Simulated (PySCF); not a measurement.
Compound: C5H8.
Cartesian coordinates in Å at the PBE0-D3(BJ)/def2-SVP level; atoms count from 1:
```
atom  x, y, z in Å
C1     2.7401   -0.0744    0.3108
C2     1.5364   -0.1533   -0.1962
C3     0.3291   -0.2219   -0.7002
C4    -0.8476    0.6042   -0.2565
C5    -1.9536   -0.2406    0.3661
H6     3.4921    0.6001   -0.1130
H7     3.0358   -0.6817    1.1733
H8     0.1460   -0.9609   -1.4931
H9    -1.2496    1.1452   -1.1314
H10   -0.5063    1.3711    0.4560
H11   -2.8162    0.3813    0.6504
H12   -1.5932   -0.7576    1.2684
H13   -2.3126   -1.0103   -0.3355
```

All values: B3LYP/def2-SVPD (PySCF, non-relativistic), on one gas-phase PBE0-D3(BJ)/def2-SVP geometry that isn't relaxed in the solvent. The solvent is an IEF-PCM continuum (Bondi radii, 1.10 Å for H, scaled by 1.2), and excitations are vertical TDDFT with non-equilibrium linear response and a frozen core. Only the electrostatic response of the medium enters.

Gas-phase singlets (H = HOMO, L = LUMO):

```
state  E (eV)  λ (nm)      f             leading configurations
   S1   5.595     222  0.001                            H→L 85%
   S2   6.105     203  0.000                        H-1→L+1 84%
   S3   6.700     185  0.036               H→L+2 75%, H→L+1 15%
   S4   6.857     181  0.013  H-1→L 45%, H-1→L+2 28%, H→L+1 13%
   S5   7.063     176  0.223  H→L+1 40%, H-1→L+2 32%, H→L+3 11%
```

Task: How does the list change in acetone (ε = 20.49)?

Result: 
| state | E (eV) | λ (nm) | f | leading configurations | change by rank (eV) |
| --- | --- | --- | --- | --- | --- |
| S1 | 5.606 | 221 | 0.000 | H→L 90% | +0.011 |
| S2 | 6.169 | 201 | 0.000 | H-1→L+1 89% | +0.064 |
| S3 | 6.712 | 185 | 0.046 | H→L+2 84%, H→L+1 10% | +0.012 |
| S4 | 6.903 | 180 | 0.017 | H-1→L 46%, H-1→L+2 30%, H→L+1 17% | +0.046 |
| S5 | 7.029 | 176 | 0.482 | H→L+1 54%, H-1→L+2 24% | -0.034 |

Task: How does the list change in dimethylsulfoxide (ε = 46.83)?

Result: 
```tsv
state	E (eV)	λ (nm)	f	leading configurations	change by rank (eV)
S1	5.605	221	0.000	H→L 90%	+0.010
S2	6.171	201	0.000	H-1→L+1 89%	+0.066
S3	6.706	185	0.054	H→L+2 84%, H→L+1 10%	+0.006
S4	6.900	180	0.024	H-1→L 47%, H-1→L+2 31%, H→L+1 15%	+0.043
S5	7.006	177	0.576	H→L+1 59%, H-1→L+2 18%	-0.057
```

Task: How do the frontier levels move from gas to dimethylsulfoxide?

Result: 
```
orbital  gas (eV)  solvent (eV)  change (eV)                    Löwdin shares, gas                Löwdin shares, solvent
 LUMO+2      0.69          0.70        +0.01     C1 27 %, C2 20 %, H6 10 %, C3 9 %     C1 29 %, C2 23 %, C3 10 %, H6 9 %
 LUMO+1      0.20          0.23        +0.03     C2 28 %, C3 24 %, C1 14 %, C5 6 %     C2 28 %, C3 26 %, C1 13 %, C5 6 %
   LUMO     -0.01          0.02        +0.03     C1 25 %, C2 25 %, C3 12 %, H8 8 %     C1 28 %, C2 28 %, C3 12 %, H8 7 %
   HOMO     -7.03         -7.04        -0.01      C3 35 %, C2 33 %, C1 9 %, C4 7 %      C3 34 %, C2 33 %, C1 9 %, C4 7 %
 HOMO-1     -7.34         -7.39        -0.05      C1 41 %, C2 34 %, C3 8 %, C4 4 %      C1 40 %, C2 34 %, C3 8 %, C4 4 %
 HOMO-2     -9.43         -9.28        +0.15  C4 27 %, C5 22 %, H10 14 %, H13 11 %  C4 27 %, C5 23 %, H10 14 %, H13 11 %
 HOMO-3     -9.93         -9.80        +0.13   C5 32 %, C4 17 %, H11 14 %, H12 9 %   C5 32 %, C4 17 %, H11 14 %, H12 9 %
```

The HOMO–LUMO gap goes from 7.02 to 7.06 eV.
